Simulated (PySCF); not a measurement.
Compound: C₃H₉OP.
Structure used (PBE0-D3(BJ)/def2-SVP), in Å, numbered top down from 1:
```xyz
14
C3H9OP angstrom
C      1.6635    0.0893   -0.5238
P      0.1597   -0.1676    0.4660
C     -0.8662   -1.2879   -0.5347
C     -0.7114    1.4283    0.4060
O      0.4263   -0.6626    1.8532
H      1.4423    0.4454   -1.5407
H      2.3000    0.8230   -0.0081
H      2.2133   -0.8615   -0.5779
H     -1.8258   -1.4387   -0.0191
H     -1.0497   -0.8973   -1.5465
H     -0.3586   -2.2610   -0.6033
H     -0.8829    1.7746   -0.6238
H     -0.1147    2.1741    0.9508
H     -1.6766    1.3199    0.9221
```

The closed-shell ground state was solved at several levels (PySCF, density fitting, gas phase, non-relativistic).

```csv
level,basis functions,total energy (Eh),HOMO (eV),LUMO (eV),gap (eV),dipole (D)
B3LYP/cc-pVTZ,280,-536.4757,-7.13,0.37,7.50,4.28
B3LYP/def2-TZVP,215,-536.4853,-7.22,0.32,7.54,4.34
```

(1) What might B3LYP/6-31G* (92 basis functions) give for the same quantities?

(2) Over all these levels, which gives the widest orbital gap and which the narrowest?

(3) How much does the basis alone move the frontier levels among the 3 B3LYP rows (the withheld one included)?

(4) How far do the dipole and the HOMO energy spread over the levels?

Results:

(1) Total energy -536.3467 Eh, HOMO -6.85 eV, LUMO 1.70 eV, gap 8.55 eV, dipole 4.26 D.

(2) B3LYP/6-31G* has the widest, 8.55 eV, and B3LYP/cc-pVTZ the narrowest, 7.50 eV. From the narrowest to the widest the HOMO moves by +0.28 eV and the LUMO by +1.33 eV.

(3) The HOMO by 0.37 eV and the LUMO by 1.38 eV. By rising basis size (HOMO, LUMO in eV): 6-31G* -6.85, 1.70; def2-TZVP -7.22, 0.32; cc-pVTZ -7.13, 0.37.

(4) The dipole runs from 4.26 to 4.34 D (mean 4.29 D) and the HOMO from -7.22 to -6.85 eV.
